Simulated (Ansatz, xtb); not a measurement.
Two isomers of C4H10S

We compare X, `CC(C)(C)S`, a singlet, with Y, `CC(C)CS`, a singlet. Both are isolated molecules in the gas phase, relaxed with PBE0-D3(BJ)/def2-SVP; the shapes shown needn't be the lowest conformers.

X (Å):

```xyz
15

C    -1.5334   -1.9573    1.3025
C    -1.0050   -1.2084    0.0839
C    -0.3685    0.1157    0.4919
C    -2.1250   -0.9745   -0.9274
S     0.2341   -2.2525   -0.8057
H    -2.3068   -1.3581    1.8124
H    -0.7297   -2.1551    2.0285
H    -1.9748   -2.9216    1.0123
H     0.0309    0.6479   -0.3834
H    -1.1153    0.7623    0.9833
H     0.4582   -0.0412    1.2019
H    -2.5796   -1.9249   -1.2458
H    -1.7521   -0.4523   -1.8216
H    -2.9131   -0.3537   -0.4724
H     1.1130   -2.3470    0.2162
```

Y (Å):

```xyz
15

C    -1.5920   -1.8210    1.4012
C    -1.2118   -0.6199    0.5447
C     0.2964   -0.4097    0.5108
C    -1.8106   -0.7021   -0.8613
S    -1.2416   -2.0918   -1.8973
H    -1.2373   -1.6961    2.4355
H    -1.1362   -2.7425    1.0045
H    -2.6837   -1.9671    1.4357
H    -1.6722    0.2772    1.0002
H     0.5631    0.5033   -0.0446
H     0.7925   -1.2601    0.0172
H     0.7061   -0.3175    1.5283
H    -1.5332    0.1919   -1.4418
H    -2.9105   -0.7232   -0.8187
H    -1.9481   -3.0624   -1.2804
```

Question: Estimate E(Y) − E(X) at the level CCSD(T)/def2-SVP + ΔMP2/def2-TZVPP.

Answer: Calculated at CCSD(T)/def2-SVP + ΔMP2/def2-TZVPP: E(Y) − E(X) = +0.130 eV, so structure X lies lower.

How the difference moves with the method:

```
                             level              geometry  E(Y) − E(X) (eV)  departure from the last row (eV)  job, with rough time for the two
                          GFN2-xTB              GFN2-xTB              +0.116                            −0.014              optimisation, 0.11 s
                         HF/STO-3G              GFN2-xTB              −0.004                            −0.134              single point, 0.38 s
                r2SCAN-D4/def2-SVP              GFN2-xTB              +0.112                            −0.018               single point, 5.3 s
              PBE0-D3(BJ)/def2-SVP  PBE0-D3(BJ)/def2-SVP              +0.077                            −0.054                optimisation, 34 s
                       HF/def2-SVP  PBE0-D3(BJ)/def2-SVP              +0.065                            −0.065           part of the CCSD(T) run
                      MP2/def2-SVP  PBE0-D3(BJ)/def2-SVP              +0.156                            +0.026           part of the CCSD(T) run
                  CCSD(T)/def2-SVP  PBE0-D3(BJ)/def2-SVP              +0.135                            +0.005                      single point
CCSD(T)/def2-SVP + ΔMP2/def2-TZVPP  PBE0-D3(BJ)/def2-SVP              +0.130                                                  single point, 61 s
```

As drawn, both hold the same kinds of bond in the same numbers. Structure X has 3 methyl groups, Y 2.

HF/STO-3G finds them nearly level. The largest departure from CCSD(T)/def2-SVP + ΔMP2/def2-TZVPP is that of HF/STO-3G, 0.134 eV. The last row adds to CCSD(T) the change of the MP2 difference between the two basis sets, here −0.005 eV.

With thermal terms from frequencies at re-optimised GFN2-xTB minima (ideal gas, soft modes damped towards free rotors, one conformer each, 298.15 K, 1 atm): the zero-point term adds +0.025 eV; ΔH is +0.148 and ΔG +0.146 eV.

The correlated steps freeze 9 core orbitals. Programs: Ansatz 0.2.0, xtb 6.7.1; the last row on 2 threads of Arm Neoverse V2 on a shared host.
